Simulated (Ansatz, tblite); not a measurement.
H2Sn: vertical triplet (eV) at several levels, gas phase, relaxed structures; Ansatz, xTB through tblite. xTB has no spin-polarisation term. The structures are stationary points that may keep the symmetry of their start. Remarks come from the PBE and PBE0 runs and from stability tests at other levels; not every state was tested. HOMO above LUMO (over both spins in singlets and doublets, within one spin in higher multiplets; at PBE or PBE0), or a gap under 0.15 eV within one spin, warns that the state may not be the lowest or that an electron is smeared out.

```tsv
species	state	geometry	GFN1-xTB	GFN2-xTB	PBE-D4/def2-TZVP	r2SCAN-D4/def2-TZVP	PBE0-D4/def2-TZVP	remarks
H2S2	singlet	PBE0-D4/def2-TZVP	4.53	3.74	4.00	4.09	4.19	gap within one spin near zero at PBE or PBE0 (triplet)
H2S4	singlet	PBE0-D4/def2-SVP	3.93	3.33	3.49	3.63	3.84	–
H2S5	singlet	PBE-D4/def2-SVP	3.67	3.06	3.30	3.42	3.62	gap within one spin near zero at PBE or PBE0 (triplet)
```

Task: Estimate the rows for H2S3 (singlet, r2SCAN-D4/def2-TZVP geometry).

Result: 
```tsv
species	state	geometry	GFN1-xTB	GFN2-xTB	PBE-D4/def2-TZVP	r2SCAN-D4/def2-TZVP	PBE0-D4/def2-TZVP	remarks
H2S3	singlet	r2SCAN-D4/def2-TZVP	4.16	3.51	3.68	3.80	3.93	gap within one spin near zero at PBE or PBE0 (triplet)
```

Over the 4 species that have every level, the mean is 4.07 at GFN1-xTB, 3.41 at GFN2-xTB, 3.62 at PBE-D4/def2-TZVP, 3.74 at r2SCAN-D4/def2-TZVP, 3.89 at PBE0-D4/def2-TZVP.
